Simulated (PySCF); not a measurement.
carbon tetrachloride cation (CCl4), SMILES ClC(Cl)(Cl)Cl (connectivity only; charge and spin as stated), charge +1, multiplicity 2. Atoms are numbered in the order given.

```xyz
5

Cl    -1.0405     1.0405    -0.9879
C      0.0000     0.0000     0.0000
Cl    -1.0405    -1.0405     0.9879
Cl     1.0405    -1.0405    -0.9879
Cl     1.0405     1.0405     0.9879
```
Charge +1, spin multiplicity 2.

The structure is a stationary point at B3LYP-D3(BJ)/def2-SVP. The multiplicity is an assumed one; other spin states were not compared.

Level of theory: PBE/def2-TZVP (PySCF).

ESP charges are fitted to the potential on shells at 1.4 to 2.0 van der Waals radii. Atomic charges (e):

```json
[
 {"atom": "Cl1", "Mulliken": "0.24", "Löwdin": "0.60", "ESP fit": "0.46", "Mulliken spin": "0.26"},
 {"atom": "C2", "Mulliken": "0.04", "Löwdin": "-1.42", "ESP fit": "-0.84", "Mulliken spin": "-0.04"},
 {"atom": "Cl3", "Mulliken": "0.24", "Löwdin": "0.60", "ESP fit": "0.46", "Mulliken spin": "0.26"},
 {"atom": "Cl4", "Mulliken": "0.24", "Löwdin": "0.60", "ESP fit": "0.46", "Mulliken spin": "0.26"},
 {"atom": "Cl5", "Mulliken": "0.24", "Löwdin": "0.60", "ESP fit": "0.46", "Mulliken spin": "0.26"}
]
```

Computed Mayer and Wiberg (Löwdin basis) orders of the bonds:
```
bond    Mayer  Wiberg
------  -----  ------
Cl1–C2   1.15    1.72
C2–Cl3   1.15    1.72
C2–Cl4   1.15    1.72
C2–Cl5   1.15    1.72
```
